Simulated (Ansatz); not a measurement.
## PH (SMILES [PH]): methods side by side

PH: 2 atoms, total charge 0, spin state triplet. As SMILES, `[PH]`. The shape is that of a PBE0-D4/def2-TZVP optimisation.

```xyz
2

P     0.0000    0.0000   -0.0146
H     0.0000    0.0000    1.4137
```

Quantity: the energy change with the P1–H2 bond stretched from 1.428 to 2.798 Å, in eV. The values are calculated.

| level | kind | program | value (eV) | CPU time (all runs) |
| --- | --- | --- | --- | --- |
| UHF/cc-pVDZ | Hartree–Fock | Ansatz | 2.07 | 0.42 s |
| USVWN5/cc-pVDZ | LDA | Ansatz | 3.03 | 1.4 s |
| U-r2SCAN/cc-pVDZ | meta-GGA | Ansatz | 2.83 | 5.5 s |
| U-r2SCAN0/cc-pVDZ | hybrid meta-GGA | Ansatz | 2.84 | 5.2 s |
| UB3LYP/cc-pVDZ | global hybrid | Ansatz | 2.93 | 2.2 s |
| UHSE06/cc-pVDZ | range-separated hybrid | Ansatz | 2.90 | 2.8 s |
| RPA@PBE/cc-pVDZ | RPA | Ansatz | 2.86 | 3.1 s |
| UMP2/cc-pVDZ | perturbation theory | Ansatz | 2.54 | 0.51 s |
| FCI/3-21G | exact in the basis | Ansatz | 2.02 | 1 s |

The first shape isn't each level's own minimum. The values span 2.02 to 3.03 eV. Spin contamination of the reference (⟨S²⟩ at least 0.1 too high) touches UHF/cc-pVDZ, USVWN5/cc-pVDZ, U-r2SCAN/cc-pVDZ, U-r2SCAN0/cc-pVDZ, UB3LYP/cc-pVDZ, UHSE06/cc-pVDZ, RPA@PBE/cc-pVDZ, UMP2/cc-pVDZ. High-level rows in very small sets aren't better than simpler rows in larger ones. CPU times are rough (shared hosts, several kinds of processor): they show what a rung costs within a factor of a few.
